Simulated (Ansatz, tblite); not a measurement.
Removing and adding an electron: AlH2(OH) (AlOH3). Charge 0, multiplicity 1. Geometry: r2SCAN-D4/def2-TZVP. Ansatz, gas phase; energy differences of separate SCF runs; the oxidised species was run as a doublet alone; the reduced species was run as a doublet alone.

```xyz
5

Al    0.202    0.440    0.168
H     0.856    0.018    1.547
H     0.237    1.899   -0.425
O    -0.604   -0.719   -0.774
H    -0.690   -1.638   -0.515
```

The xTB rows come from tblite. Correlated methods freeze 6 core orbitals.

```json
{"level": "GFN1-xTB", "−HOMO (eV)": "12.12", "vertical IE (eV)": "15.75", "−LUMO (eV)": "5.84", "vertical EA (eV)": "2.43", "HOMO–LUMO gap (eV)": "6.28", "IE − EA (eV)": "13.32", "remarks": "–"}
{"level": "GFN2-xTB", "−HOMO (eV)": "11.03", "vertical IE (eV)": "14.79", "−LUMO (eV)": "6.16", "vertical EA (eV)": "2.76", "HOMO–LUMO gap (eV)": "4.87", "IE − EA (eV)": "12.03", "remarks": "–"}
{"level": "HF/def2-TZVPD", "−HOMO (eV)": "–", "vertical IE (eV)": "–", "−LUMO (eV)": "–", "vertical EA (eV)": "-1.17", "HOMO–LUMO gap (eV)": "–", "IE − EA (eV)": "–", "remarks": "HOMO above zero (-1 doublet)"}
{"level": "PBE-D4/def2-TZVP", "−HOMO (eV)": "7.03", "vertical IE (eV)": "10.53", "−LUMO (eV)": "1.72", "vertical EA (eV)": "–", "HOMO–LUMO gap (eV)": "5.31", "IE − EA (eV)": "–", "remarks": "–"}
{"level": "PBE-D4/def2-TZVPD", "−HOMO (eV)": "7.08", "vertical IE (eV)": "–", "−LUMO (eV)": "1.78", "vertical EA (eV)": "-0.43", "HOMO–LUMO gap (eV)": "5.30", "IE − EA (eV)": "–", "remarks": "HOMO above zero (-1 doublet)"}
{"level": "r2SCAN-D4/def2-TZVP", "−HOMO (eV)": "7.36", "vertical IE (eV)": "10.67", "−LUMO (eV)": "1.33", "vertical EA (eV)": "–", "HOMO–LUMO gap (eV)": "6.04", "IE − EA (eV)": "–", "remarks": "–"}
{"level": "r2SCAN-D4/def2-TZVPD", "−HOMO (eV)": "7.39", "vertical IE (eV)": "–", "−LUMO (eV)": "1.36", "vertical EA (eV)": "-0.42", "HOMO–LUMO gap (eV)": "6.03", "IE − EA (eV)": "–", "remarks": "HOMO above zero (-1 doublet)"}
{"level": "PBE0-D4/def2-TZVP", "−HOMO (eV)": "8.38", "vertical IE (eV)": "10.88", "−LUMO (eV)": "0.96", "vertical EA (eV)": "–", "HOMO–LUMO gap (eV)": "7.42", "IE − EA (eV)": "–", "remarks": "–"}
{"level": "PBE0-D4/def2-TZVPD", "−HOMO (eV)": "8.41", "vertical IE (eV)": "–", "−LUMO (eV)": "1.02", "vertical EA (eV)": "-0.48", "HOMO–LUMO gap (eV)": "7.39", "IE − EA (eV)": "–", "remarks": "HOMO above zero (-1 doublet)"}
{"level": "MP2/def2-TZVPD", "−HOMO (eV)": "–", "vertical IE (eV)": "–", "−LUMO (eV)": "–", "vertical EA (eV)": "-0.84", "HOMO–LUMO gap (eV)": "–", "IE − EA (eV)": "–", "remarks": "HOMO above zero (-1 doublet)"}
{"level": "CCSD/def2-TZVPD", "−HOMO (eV)": "–", "vertical IE (eV)": "–", "−LUMO (eV)": "–", "vertical EA (eV)": "-0.76", "HOMO–LUMO gap (eV)": "–", "IE − EA (eV)": "–", "remarks": "HOMO above zero (-1 doublet)"}
{"level": "CCSD/def2-TZVPP", "−HOMO (eV)": "–", "vertical IE (eV)": "11.28", "−LUMO (eV)": "–", "vertical EA (eV)": "–", "HOMO–LUMO gap (eV)": "–", "IE − EA (eV)": "–", "remarks": "large T1 (0.045) (+1 doublet), spin-contaminated (⟨S²⟩ 0.84) (+1 doublet)"}
{"level": "CCSD(T)/def2-TZVPD", "−HOMO (eV)": "–", "vertical IE (eV)": "–", "−LUMO (eV)": "–", "vertical EA (eV)": "-0.72", "HOMO–LUMO gap (eV)": "–", "IE − EA (eV)": "–", "remarks": "HOMO above zero (-1 doublet)"}
{"level": "CCSD(T)/def2-TZVPP", "−HOMO (eV)": "–", "vertical IE (eV)": "11.23", "−LUMO (eV)": "–", "vertical EA (eV)": "–", "HOMO–LUMO gap (eV)": "–", "IE − EA (eV)": "–", "remarks": "large T1 (0.045) (+1 doublet), spin-contaminated (⟨S²⟩ 0.84) (+1 doublet)"}
```

Run but left out: HF/def2-TZVPP, MP2/def2-TZVPP (charge +1 doublet: a determinant that CCSD turns far, T1 0.045).   A HOMO above zero means that the electron is unbound at that level or that self-interaction error raises the level; the energy of removing that electron tells which. Raw xTB energy differences between charge states are shifted by several eV; the methods need an empirical correction for them. A negative affinity means that the extra electron isn't bound; its size then hangs on the basis.
